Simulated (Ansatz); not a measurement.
Nudged elastic band run: FH₄Si₂

Input file:

```yaml
crystal:
  periodic: [false, false, false]
  atoms:
    - { symbol: F, position_ang: [-0.426532, -2.009175, 1.297502] }
    - { symbol: Si, position_ang: [-0.28305, -1.369048, -0.201466] }
    - { symbol: Si, position_ang: [0.466764, 0.849753, -0.069098] }
    - { symbol: H, position_ang: [-1.618582, -1.506047, -0.873121] }
    - { symbol: H, position_ang: [0.548621, 1.362812, -1.471666] }
    - { symbol: H, position_ang: [-0.451974, 1.724955, 0.724229] }
    - { symbol: H, position_ang: [1.826054, 0.878648, 0.54792] }
magnetization:
  spin_polarized: true
  initial_magnetization: 1
basis:
  gaussian: { orbitals: def2-SVP }
hamiltonian:
  xc: pbe0
neb:
  order_check: false
  images: 5
  f_tol: 0.05
  max_iterations: 60
  initial_path: idpp
  spring: 0.1
  final_atoms:
    - { symbol: F, position_ang: [0.27998493, -2.41384597, 0.20305456] }
    - { symbol: Si, position_ang: [-0.70456963, -1.1306771, 0.45138417] }
    - { symbol: Si, position_ang: [0.43157247, 0.8696958, -0.01342144] }
    - { symbol: H, position_ang: [-1.92124596, -1.33043356, -0.40492609] }
    - { symbol: H, position_ang: [0.9358538, 0.9341167, -1.42140744] }
    - { symbol: H, position_ang: [-0.5431722, 1.98139237, 0.21352787] }
    - { symbol: H, position_ang: [1.58287759, 1.02164976, 0.92608838] }
```

Command:

```bash
$ ansatz run input.yaml --threads 1 --pin off --max-ram 2048MiB --backend cpu --events-out ev --progress --plain --runs-dir out
```

Output, in part (warnings, iteration lines, the closing report on the highest movable image, with atoms numbered from 0):

```
NEB end point (image 0): max|allowed force component| = 1.281e-2 eV/Å (the criterion of neb.relax_end_points is 1.000e-2)
NEB end point (image 6): max|allowed force component| = 8.957e-3 eV/Å (the criterion of neb.relax_end_points is 1.000e-2)
NEB iter   1: max|band force component| = 8.387e-1 eV/Å  barrier→ = 0.4348 eV  barrier← = 0.4347 eV  Δτ_max = 0.1633 Å  (176 SCF iters)
NEB iter   2: max|band force component| = 4.035e-1 eV/Å  barrier→ = 0.3778 eV  barrier← = 0.3778 eV  CI = image 3  Δτ_max = 0.0818 Å  (140 SCF iters)
NEB iter   3: max|band force component| = 2.934e-1 eV/Å  barrier→ = 0.3563 eV  barrier← = 0.3563 eV  CI = image 3  Δτ_max = 0.0592 Å  (132 SCF iters)
NEB iter   4: max|band force component| = 1.424e-1 eV/Å  barrier→ = 0.3529 eV  barrier← = 0.3529 eV  CI = image 3  Δτ_max = 0.0366 Å  (128 SCF iters)
NEB iter   5: max|band force component| = 4.558e-2 eV/Å  barrier→ = 0.3524 eV  barrier← = 0.3524 eV  CI = image 3  Δτ_max = 0.0000 Å  (253 SCF iters)
Total energy: -18520.17914810 eV, -680.6040302643 hartree
Atom 0 at     0.064412    -2.288868     0.901261 Å, force    -0.004384    -0.018999     0.004629 eV/Å
Atom 1 at    -0.645880    -1.112857     0.016859 Å, force     0.014808     0.045520    -0.008551 eV/Å
Atom 2 at     0.443709     0.906364    -0.092323 Å, force    -0.013432    -0.015767    -0.001947 eV/Å
Atom 3 at    -1.917172    -1.582694    -0.578795 Å, force     0.000620    -0.010770     0.004584 eV/Å
Atom 4 at     0.820071     1.273163    -1.493040 Å, force    -0.000671     0.000771     0.004458 eV/Å
Atom 5 at    -0.376745     2.025012     0.467762 Å, force     0.003526    -0.001929    -0.002424 eV/Å
Atom 6 at     1.672904     0.711779     0.732576 Å, force    -0.000467     0.001174    -0.000747 eV/Å
Dipole moment:    -0.110480     0.266819    -0.169724 e Å
```

The run converged. Another band between the same ends (5 images) ends at a top of the same energy, where a vibrational analysis finds 2 clearly imaginary modes.

Final band (atoms are numbered from 1 in the order of the input):

```csv
image,path coordinate (Å),energy (eV),height of Si2 over the plane of its neighbours (Å)
0,0.00,0.00,0.56
1,0.44,0.01,0.55
2,0.90,0.05,0.48
3,1.35,0.35,0.00
4,1.80,0.05,-0.48
5,2.26,0.01,-0.56
6,2.70,0.00,-0.56
```

The run took 99 s on 1 thread of Arm Neoverse V1, with other jobs on the host, peak memory 0.17 GiB.
